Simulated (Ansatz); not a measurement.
Input file:

```yaml
crystal:
  periodic: [false, false, false]
  atoms:
    - {symbol: Al, position_ang: [0.000000, 0.041051, 1.437279]}
    - {symbol: P, position_ang: [0.000000, -0.078882, -1.203999]}
    - {symbol: H, position_ang: [0.000000, 1.325130, -1.475890]}
basis:
  gaussian: {orbitals: 6-31G}
magnetization: {spin_polarized: false, initial_magnetization: 3}
correlation: {method: sc_nevpt2, electrons: outside_noble_gas, active_space: {window: {electrons: 9, orbitals: 9}, shells: [{species: Al, l: s, shell: 3}, {species: Al, l: p, shell: 3}, {species: H, l: s, shell: 1}, {species: P, l: s, shell: 3}, {species: P, l: p, shell: 3}]}}
```

```sh
$ ansatz run in.yaml --threads 1 --pin off --events-out ev --progress --plain --max-ram 4096MiB --backend cpu
```

The program prints:

```
558 factors; integrals over basis functions are off by at most 1.6e-7 eV
mean field evaluation 1: about -15866.0269 eV, gradient 6.4e0 eV
mean field evaluation 2: about -15866.0295 eV, gradient 6.4e0 eV
mean field evaluation 4: about -15866.5121 eV, gradient 7.5e-1 eV
mean field evaluation 8: about -15866.5175 eV, gradient 9.4e-3 eV
mean field evaluation 16: about -15866.3935 eV, gradient 4.0e-3 eV
mean field evaluation 32: about -15866.5174 eV, gradient 4.7e-2 eV
mean field evaluation 64: about -15866.3935 eV, gradient 2.7e-2 eV
mean field -15866.51750839 eV, -583.0837637215 hartree, gradient 8.3e-6 eV, S^2 3.750000; 8 other end points of the search recorded, 0 dependent functions left out
reference -15866.51750839 eV, -583.0837637215 hartree; 16, 13 occupied and 12, 15 virtual orbitals, 558 factors
state -15868.02546985 eV, -583.1391802831 hartree
state -15868.02546985 eV, -583.1391802831 hartree; corrected -15868.64089865 eV, -583.1617968743 hartree
Total energy: -15868.64089865 eV, -583.1617968743 hartree
Checks for a lower state left out: starts, orbital_swaps
```

For the same geometry and basis full CI lies 258.4 meV lower.

Ran on 1 thread of AMD EPYC 7R13, shared host: 2.1 s wall, 0.13 GiB peak host memory.
